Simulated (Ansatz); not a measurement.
System (SMILES): FOF.
Atoms: F1, O2, F3. Bonds: F1-O2, O2-F3.

Basis-set convergence of the highest harmonic wavenumber at HF with Ansatz (a first-principles code). Each level at its own minimum, finite differences of forces, unscaled; the reference is a large set that could be run, not a limit. All functions are spherical. The program fits the integrals of some runs and decomposes those of others, by size. A restricted Hartree-Fock determinant is unstable towards unrestricted orbitals. No added dispersion term, no relativity. Reference: the value in def2-QZVPP, 1216 cm⁻¹, itself unsure by roughly 1 cm⁻¹ (its mean distance from cc-pVQZ, aug-pcseg-2, aug-cc-pVTZ). Deviations are taken from unrounded values.

| basis | functions | highest harmonic wavenumber (cm⁻¹) |
|---|---|---|
| cc-pVDZ | 42 | 1155 |
| aug-cc-pVDZ | 69 | 1190 |
| def2-SVP | 42 | 1184 |
| def2-SVPD | 69 | 1200 |
| pcseg-1 | 42 | 1139 |
| aug-pcseg-1 | 69 | 1179 |
| 6-311G** | 54 | 1202 |
| 6-311+G** | 66 | 1209 |
| cc-pVTZ | 90 | 1215 |
| aug-cc-pVTZ | 138 | 1216 |
| pcseg-2 | 90 | 1214 |
| aug-pcseg-2 | 138 | 1213 |
| def2-TZVPP | 93 | 1215 |
| def2-TZVPPD | 120 | 1215 |

What the diffuse functions change, pair by pair:
- cc-pVDZ to aug-cc-pVDZ: 27 more functions, deviation -61 to -26 cm⁻¹
- def2-SVP to def2-SVPD: 27 more functions, deviation -32 to -15 cm⁻¹
- pcseg-1 to aug-pcseg-1: 27 more functions, deviation -77 to -37 cm⁻¹
- 6-311G** to 6-311+G**: 12 more functions, deviation -14 to -7 cm⁻¹
- cc-pVTZ to aug-cc-pVTZ: 48 more functions, deviation -1 to 0 cm⁻¹
- pcseg-2 to aug-pcseg-2: 48 more functions, deviation -2 to -3 cm⁻¹
- def2-TZVPP to def2-TZVPPD: 27 more functions, deviation -1 to -1 cm⁻¹

They bring the value nearer the reference by more than 1 cm⁻¹ in 4 of 7 pairs.
